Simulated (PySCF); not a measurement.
# H2O (water), run twice

Aim: a structure relaxation of H2O (water) at TPSS0/aug-pc-1 (density fitting, ddCOSMO acetone).

Program for the calculation: PySCF 2.14.0.

7 further runs of the same task are left out: 2 that didn't finish, 5 set aside as unsound or not needed.

## 1. The system as given

The species is H2O (3 atoms), meant as a singlet with charge 0. SMILES: `O`. Geometry: relaxed at PBE0-D4/def2-TZVP. The run starts from this shape.

Bond lengths: O1–H2 0.960 Å, O1–H3 0.960 Å. Angles: H2–O1–H3 105.1°.

## 2. First attempt

Contents of job.py:

```python
# O
from pyscf import gto, dft, solvent
from pyscf.geomopt.geometric_solver import kernel as optimise

system = gto.M(
    atom='''
O       -0.302700       0.200200      -0.140600
H        0.466500       0.548400       0.315300
H       -0.163800      -0.748600      -0.174700
''',
    spin=1,
    max_memory=1860,
    basis='aug-pc-1',
    verbose=3,
)

myscf = dft.RKS(system, xc='tpss0')
myscf = myscf.density_fit()
myscf = myscf.ddCOSMO()
myscf.with_solvent.eps = 20.493  # acetone
converged, mol_eq = optimise(myscf, maxsteps=30)
print('converged:', converged)
print(mol_eq.tostring())

myscf.reset(mol_eq)
system = mol_eq
myscf.kernel()
e_final = myscf.e_tot
print(f'total energy: {e_final:.8f} hartree')
```

The run is started by

```
$ OMP_NUM_THREADS=1 python job.py
```

Output:

```text
RuntimeError: Electron number 10 and spin 1 are not consistent
Note mol.spin = 2S = Nalpha - Nbeta, not 2S+1
```

Run time: 1 s. Hardware: 1 thread of Intel Xeon Platinum 8259CL at 2.50GHz (Skylake/Cascade Lake), shared host; peak memory 0.12 GiB.

## 3. What went wrong

The input was rejected.

The telling line is `RuntimeError: Electron number 10 and spin 1 are not consistent`. What is wrong: the electron count doesn't fit the spin or reference typed: an even count needs an odd multiplicity, an odd count an even one. To mend it: multiplicity 1 in place of 2.

## 4. The mended input

Contents of input.py:

```python
from pyscf import gto, dft, solvent
from pyscf.geomopt.geometric_solver import kernel as optimise

mol = gto.Mole()
mol.atom = 'O -0.302700 0.200200 -0.140600; H 0.466500 0.548400 0.315300; H -0.163800 -0.748600 -0.174700'
mol.verbose = 3
mol.basis = 'aug-pc-1'
mol.max_memory = 1860
mol.build()

myscf = dft.RKS(mol)
myscf.xc = 'tpss0'
myscf = myscf.density_fit()
myscf = myscf.ddCOSMO()
myscf.with_solvent.eps = 20.493  # acetone
converged, mol_eq = optimise(myscf, maxsteps=100)
print('converged:', converged)
print(mol_eq.tostring())

myscf.reset(mol_eq)
mol = mol_eq
myscf.kernel()
energy = myscf.e_tot
print('E = %.10f Eh' % energy)
```

The run is started by

```
$ OMP_NUM_THREADS=1 python input.py
```

Output:

```text
maxiter                   100
----------------------------------------------------------
Custom engine selected.
Bonds will be generated from interatomic distances less than 1.20 times sum of covalent radii
9 internal coordinates being used (instead of 9 Cartesians)
Internal coordinate system (atoms numbered from 1):
Distance 1-2
Distance 1-3
Angle 2-1-3
Translation-X 1-3
Translation-Y 1-3
Translation-Z 1-3
Rotation-A 1-3
Rotation-B 1-3
Rotation-C 1-3
> ===== Optimization Info: ====
> Job type: Energy minimization
> Maximum number of optimization cycles: 100
> Initial / maximum trust radius (Angstrom): 0.100 / 0.300
> Convergence Criteria:
> Will converge when all 5 criteria are reached:
>  |Delta-E| < 1.00e-06
>  RMS-Grad  < 3.00e-04
>  Max-Grad  < 4.50e-04
>  RMS-Disp  < 1.20e-03
>  Max-Disp  < 1.80e-03
> === End Optimization Info ===

[... 7 lines left out ...]
WARN: Mole.unit (angstrom) is changed to Bohr
[... 11 lines left out ...]
Step    0 : Gradient = 5.083e-03/6.642e-03 (rms/max) Energy = -76.4078825210
[... 29 lines left out ...]
WARN: Even tempered Gaussians are generated as DF auxbasis for  H O
[... 21 lines left out ...]
converged SCF energy = -76.4079344132087
[... 37 lines left out ...]
WARN: Even tempered Gaussians are generated as DF auxbasis for  H O
[... 21 lines left out ...]
converged SCF energy = -76.407952057375
[... 39 lines left out ...]
WARN: Even tempered Gaussians are generated as DF auxbasis for  H O
[... 22 lines left out ...]
converged SCF energy = -76.4079513562175
[... 17 lines left out ...]
WARN: Even tempered Gaussians are generated as DF auxbasis for  H O

converged SCF energy = -76.4079515213337
--------------- ddCOSMODFRKS_Scanner (+ddCOSMO) gradients ---------------
         x                y                z
0 O     0.0001785025    -0.0001958850     0.0001194931
1 H    -0.0001138532     0.0001042061    -0.0001123343
2 H    -0.0000640505     0.0000861592    -0.0000016051
----------------------------------------------
cycle 11: E = -76.4079515213  dE = -1.65116e-07  norm(grad) = 0.00036398
Step   10 : Displace = 1.085e-04/1.535e-04 (rms/max) Trust = 1.000e-04 (-) Grad = 2.025e-04/2.850e-04 (rms/max) E (change) = -76.4079515213 (-1.651e-07) Quality = 0.913
Hessian Eigenvalues: 6.70180e-03 4.18852e-02 4.94914e-02 ... 1.26508e-01 4.42344e-01 5.57746e-01
Converged! =D

converged: True
O          -0.29347654        0.22810621       -0.13575592
H           0.50367880        0.50271298        0.33096542
H          -0.21206138       -0.73023083       -0.19642622

WARN: Even tempered Gaussians are generated as DF auxbasis for  H O

converged SCF energy = -76.4079515213348
E = -76.4079515213 Eh
```

Run time: 36 s. Hardware: 1 thread of Intel Xeon Platinum 8259CL at 2.50GHz (Skylake/Cascade Lake), shared host; peak memory 0.31 GiB.

Steps, from the record of the run:

| step | energy from the first frame kept (eV) | largest force (eV/Å) |
| --- | --- | --- |
| 0 | 0.0000 | 0.3416 |
| 1 | -0.0013 | 0.0497 |
| 2 | -0.0014 | 0.0049 |
| 3 | -0.0014 | 0.0196 |
| 4 | -0.0016 | 0.1287 |
| 5 | -0.0017 | 0.1000 |
| 6 | -0.0019 | 0.0159 |
| 7 | -0.0018 | 0.0512 |
| 8 | -0.0018 | 0.0340 |
| 9 | -0.0019 | 0.0252 |
| 10 | -0.0019 | 0.0149 |

After the run. Bond lengths: O1–H2 0.964 Å, O1–H3 0.964 Å. Angles: H2–O1–H3 104.1°.

## 5. Summary of results

At TPSS0/aug-pc-1 (density fitting, ddCOSMO acetone):

| quantity | value |
| --- | --- |
| total energy at the end | -76.40795 Eh |
| dipole moment | 2.15 D |
| HOMO energy | -9.31 eV |
| LUMO energy | -0.09 eV |
| HOMO–LUMO gap | 9.21 eV |
| solvent term in the energy | -18.7 kJ/mol |

**Reading.** The optimisation took 10 steps and changed the energy by -0.002 eV. Mulliken charges run from -0.66 on O1 to +0.33 on H2; in a basis this large or diffuse they mean little.
